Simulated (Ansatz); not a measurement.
**CCSDT(Q)/STO-3G run of AlH2ClO (SMILES [OH][AlH][Cl])**

What is the vertical ionisation energy of AlH2ClO at CCSDT(Q)/STO-3G? 

The results are computed with Ansatz 0.2.0.

77 further runs of the same task are left out: 5 that didn't finish, 72 set aside as unsound or not needed.

**1. The structure to begin with**

AlH2ClO has 5 atoms, charge 0, and is taken as a singlet. As SMILES, `[OH][AlH][Cl]`. Geometry: relaxed at PBE0-D4/def2-TZVP. This is one conformer, not always the lowest.

Bond lengths: O1–Al2 1.684 Å, Al2–Cl3 2.096 Å, O1–H4 0.956 Å, Al2–H5 1.563 Å. Angles: O1–Al2–Cl3 119.8°, O1–Al2–H5 119.3°, Cl3–Al2–H5 120.9°, Al2–O1–H4 124.3°.

**2. A single-point energy at CCSDT(Q)/STO-3G**

in.yaml reads:

```yaml
crystal:
  periodic: [false, false, false]
  atoms:
    - {symbol: O, position_ang: [-1.110100, 0.370900, -0.514400]}
    - {symbol: Al, position_ang: [0.431000, 0.184900, 0.137500]}
    - {symbol: Cl, position_ang: [1.114900, -1.725400, 0.662800]}
    - {symbol: H, position_ang: [-1.719500, -0.349100, -0.669500]}
    - {symbol: H, position_ang: [1.333500, 1.445000, 0.342200]}
basis:
  gaussian:
    orbitals: STO-3G
correlation:
  method: ccsdt_q
  frozen_orbitals: {Al: 5, Cl: 5, H: 0, O: 1}
accuracy: high
scf:
  omitted_lower_state_checks: [cluster_reference, increment]
```

Command:

```console
$ ansatz run in.yaml --threads 1 --pin off --max-ram 2610MiB --events-out events.jsonl --progress --plain --runs-dir runs
```

The program printed, cut to the lines that bear on the results:

```text
Warning: RAYON_NUM_THREADS=1 ignored (pool sized by the plan → 1); use --threads N
Functional definition: HF
  name "HF"
[...]
456 factors; integrals over basis functions are off by at most 1.7e-8 eV
[...]
mean field -20917.87955558 eV, -768.7178950197 hartree, gradient 2.2e-8 eV, S^2 0.000000; 0 other end points of the search recorded, 0 dependent functions left out
11 core orbitals not correlated: weight in the atoms' cores, before any rotation towards them, 0.999 or more for the frozen orbitals, at most 0.000 for the correlated occupied ones
reference -20917.87955558 eV, -768.7178950197 hartree; 9, 9 occupied and 5, 5 virtual orbitals, 456 factors
second order -1.80873875 eV of doubles, -0.00000000 eV of singles
cycle   1  -2.07765576 eV  change   -2.7e-1 eV  update   8.3e-2
[...]
cycle  23  -2.41035043 eV  change    1.2e-9 eV  update   1.7e-9
perturbative correction 0.00055109 eV, 0.0000202521 hartree
Total energy: -20920.28935492 eV, -768.8064535120 hartree
Checks for a lower state left out: cluster_reference, increment
```

It took 0.22 s on 1 thread of AMD EPYC 9R45 (Zen 5), shared host.

**3. The doublet cation, same level**

input.yaml reads:

```yaml
crystal:
  periodic: [false, false, false]
  atoms:
    - {symbol: O, position_ang: [-1.110100, 0.370900, -0.514400]}
    - {symbol: Al, position_ang: [0.431000, 0.184900, 0.137500]}
    - {symbol: Cl, position_ang: [1.114900, -1.725400, 0.662800]}
    - {symbol: H, position_ang: [-1.719500, -0.349100, -0.669500]}
    - {symbol: H, position_ang: [1.333500, 1.445000, 0.342200]}
basis:
  gaussian:
    orbitals: STO-3G
total_charge: 1
magnetization:
  spin_polarized: true
  initial_magnetization: 1
correlation:
  method: ccsdt_q
  frozen_orbitals: {Al: 5, Cl: 5, H: 0, O: 1}
accuracy: high
scf:
  omitted_lower_state_checks: [cluster_reference, increment]
```

Command:

```console
$ ansatz run input.yaml --threads 1 --pin off --max-ram 2610MiB --events-out events.jsonl --progress --plain --runs-dir runs
```

The program printed:

```text
Warning: RAYON_NUM_THREADS=1 ignored (pool sized by the plan → 1); use --threads N
[... 15 lines left out ...]
11 core orbitals not correlated: weight in the atoms' cores, before any rotation towards them, 0.999 or more for the frozen orbitals, at most 0.000 for the correlated occupied ones
[... 54 lines left out ...]
Total energy: -20912.82558439 eV, -768.5321650041 hartree
Checks for a lower state left out: cluster_reference, increment
```

Wall time 1.3 s (1 thread of AMD EPYC 9R45 (Zen 5), shared host).

**4. Summary of results**

At CCSDT(Q)/STO-3G, 11 core orbitals frozen:

| quantity | value |
| --- | --- |
| singlet AlH2ClO: total energy | -768.80645 Eh |
| singlet AlH2ClO: correlation energy (11 core orbitals frozen) | -88.6 mEh |
| singlet AlH2ClO: T1 diagnostic | 0.015 |
| doublet cation: total energy | -768.53217 Eh |
| doublet cation: correlation energy (11 core orbitals frozen) | -72.9 mEh |
| doublet cation: ⟨S²⟩ of the reference determinant | 0.754 |
| doublet cation: T1 diagnostic | 0.030 |
| vertical ionisation energy (to the doublet cation) | 7.464 eV |

In words: The vertical ionisation energy comes to 7.46 eV (172 kcal/mol). In a minimal basis such a difference can be off by several eV, whatever the method.
